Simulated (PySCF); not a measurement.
## SiP⁺: frontier orbitals

BLYP at R = 2.221 Å; basis Si def2-TZVPPD, P def2-TZVPPD; no relativity; PySCF 2.14. State: ³Σ⁻ (triplet), unpaired electrons π ↑↑. Only the outer orbitals are listed, counted within each symmetry.

| spin | orbital | occ. | ε (eV) | on Si (%) | main shells (%) |
| --- | --- | --- | --- | --- | --- |
| α | 7σ | 1 | -22.01 | 22 | 74 P s, 16 Si s |
| α | 8σ | 1 | -17.04 | 66 | 66 Si s, 23 P s, 10 P p |
| α | 3π | 1 | -13.01 | 25 | 73 P p, 22 Si p |
| α | 3π | 1 | -13.01 | 25 | 73 P p, 22 Si p |
| α | 9σ | 1 | -12.55 | 51 | 46 P p, 35 Si p, 14 Si s |
| α | 4π | 0 | -9.71 | 74 | 74 Si p, 24 P p |
| α | 4π | 0 | -9.71 | 74 | 74 Si p, 24 P p |
| α | 10σ | 0 | -6.11 | 61 | 44 Si p, 23 P p, 14 Si d |
| β | 7σ | 1 | -20.85 | 30 | 66 P s, 23 Si s |
| β | 8σ | 1 | -16.40 | 62 | 62 Si s, 27 P s, 10 P p |
| β | 9σ | 1 | -12.24 | 50 | 46 P p, 38 Si p, 12 Si s |
| β | 3π | 0 | -11.68 | 39 | 59 P p, 37 Si p |
| β | 3π | 0 | -11.68 | 39 | 59 P p, 37 Si p |
| β | 4π | 0 | -8.92 | 62 | 60 Si p, 36 P p |

Problem. Which are the highest filled and the lowest empty level, where do they sit, and how wide is the gap?

Solution. Highest filled β 9σ at -12.24 eV (in %: 46 P p, 38 Si p, 12 Si s); lowest empty β 3π at -11.68 eV (in %: 59 P p, 37 Si p); the gap at BLYP is 0.56 eV.

```json
{"bond order (Mayer)": "1.64", "⟨S²⟩": "2.004", "charge on Si (Mulliken, basis-dependent)": "0.68", "charge on Si (Löwdin, basis-dependent)": "0.54", "dipole moment (positive dipole points towards P; it is taken about the centre of mass and depends on that origin)": "-1.40 D"}
```

The state is the lowest determinant that a PBE0 search found; another state may lie lower at other levels.
